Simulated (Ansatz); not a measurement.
**Other spins and charges of H₂Si–As, doublet at one geometry**

Geometry (PBE0/def2-TZVP stationary point for this spin, not checked as a minimum):

```csv
atom,x (Å),y (Å),z (Å)
Si,0.0000,0.0000,1.5272
As,0.0000,0.0000,-0.6362
H,0.0000,1.2259,2.3663
H,0.0000,-1.2259,2.3663
```

Basis cc-pVDZ; Ansatz 0.2.0. Only valence electrons are correlated (noble-gas cores and the filled d shells of p-block atoms frozen). Prefix R: restricted or restricted open-shell reference. Active spaces: valence = (11e, 10o) chosen from the atoms' valence shells. No spin–orbit coupling is included, and no scalar relativity.

Gaps are energies of the second state less the first, at fixed atoms, for a selection of the levels run; each method lands on the state that its own search finds for that charge and spin.

For open shells CISD is restricted-active-space CI with the open shells as a complete middle space.

Removing an electron, to the singlet: 8.675 eV at RCCSDTQ.

Large singles or doubles amplitudes warn of static correlation in the H2Si–As doublet.

| level | gap (eV) | error (meV) |
| --- | --- | --- |
| RMP2 | 8.780 | 105 |
| CISD | 8.583 | -92 |
| RCCSD | 8.636 | -39 |
| RCCSD(T) | 8.676 | 1 |
| BCCD(T) | 8.675 | 0 |
| RCCSDT(Q) | 8.675 | 0 |
| CASSCF (valence space) | 7.949 | -726 |
| NEVPT2 (valence space) | 8.590 | -85 |
| MRCISD (valence space) | 8.611 | -64 |
| MRCISD+Q (valence space) | 8.702 | 27 |

Removing an electron, to the triplet: 8.498 eV at RCCSDTQ.

Large singles or doubles amplitudes warn of static correlation in the H2Si–As doublet.

```json
{"level": "RHF", "gap (eV)": "7.385", "error (meV)": "-1113"}
{"level": "RMP2", "gap (eV)": "8.370", "error (meV)": "-128"}
{"level": "RCCSD", "gap (eV)": "8.373", "error (meV)": "-125"}
{"level": "RCCSD(T)", "gap (eV)": "8.479", "error (meV)": "-19"}
{"level": "RCCSDT", "gap (eV)": "8.487", "error (meV)": "-11"}
{"level": "RCCSDT(Q)", "gap (eV)": "8.497", "error (meV)": "-1"}
{"level": "NEVPT2 (valence space)", "gap (eV)": "8.406", "error (meV)": "-92"}
{"level": "MRCISD (valence space)", "gap (eV)": "8.417", "error (meV)": "-81"}
{"level": "r2SCAN", "gap (eV)": "8.732", "error (meV)": "234"}
{"level": "PBE0", "gap (eV)": "8.623", "error (meV)": "125"}
```

Quartet less doublet: 1.991 eV at RCCSDTQ.

Large singles or doubles amplitudes warn of static correlation in the H2Si–As doublet.

```csv
level,gap (eV),error (meV)
RMP2,1.871,-120
RCCSD(T),1.970,-21
RCCSDT,1.980,-11
RCCSDT(Q),1.990,-1
NEVPT2 (valence space),2.051,60
MRCISD+Q (valence space),2.003,12
r2SCAN,1.853,-138
PBE0,1.851,-140
B3LYP,2.041,50
RPA-PBE,2.036,45
```

In so small a basis the reference is far from its limit while semilocal and hybrid functionals are nearer theirs (RPA and double hybrids share much of the reference's basis error), so the functionals' errors here hold much of the reference's basis and frozen-core error, which can add to them or hide them.

Full CI isn't at hand for all of this; RCCSDTQ serves as the reference, and is uncertain by about the last step of the cluster series.
